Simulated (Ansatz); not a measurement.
The same path of C$_{3}$H$_{4}$N (8 atoms, charge -1, multiplicity 1) was run 3 times with different band settings. The coordinate that changes most is the dihedral C2–C3–N4–H7.

Theory: RKS PBE-D4/def2-SVP in Ansatz.

Relaxed end points:

```xyz
8
Properties=species:S:1:pos:R:3
C -0.509 1.741 -0.192
C -0.434 0.396 -0.033
C -0.491 -0.900 0.089
N 0.570 -1.771 0.443
H -0.397 2.241 -1.180
H -0.722 2.440 0.649
H 1.527 -1.442 0.191
H 0.455 -2.705 0.035
```

```xyz
8
Properties=species:S:1:pos:R:3
C -0.509 1.738 -0.213
C -0.434 0.392 -0.061
C -0.493 -0.897 0.117
N 0.571 -1.824 -0.023
H -0.715 2.228 -1.192
H -0.403 2.449 0.637
H 0.456 -2.641 0.587
H 1.527 -1.445 0.149
```

Common settings: spring 5.0 eV/Å²; optimiser quadratic models (default); start path through a guess of the saddle point; force threshold 0.05 eV/Å; end points relaxed.

| run | movable images | climbing image | iteration limit |
| --- | --- | --- | --- |
| 1 | 5 | yes | 60 |
| 2 | 8 | no | 60 |
| 3 | 5 | yes | 6 |

**Question.** What does each run give, and how far can it be trusted?

**Answer.** Run 1: converged after 11 iterations, highest image 0.457 eV above the first end. A vibrational analysis at the climbing image gives one clearly imaginary mode, 405i cm⁻¹: a first-order saddle point.
Run 2: converged after 13 iterations, highest image 0.442 eV above the first end. No image climbed, so the highest image needn't sit at the top of the path.
Run 3: not converged after 6 iterations, highest image 0.463 eV above the first end. The band didn't meet its force threshold, so its energies are provisional: the largest band force was still 0.34 eV/Å, and over the last iterations the top moved between 0.46 and 0.48 eV.
Limits of this set-up: an anion without diffuse functions, the dipole of an ion depends on the origin.
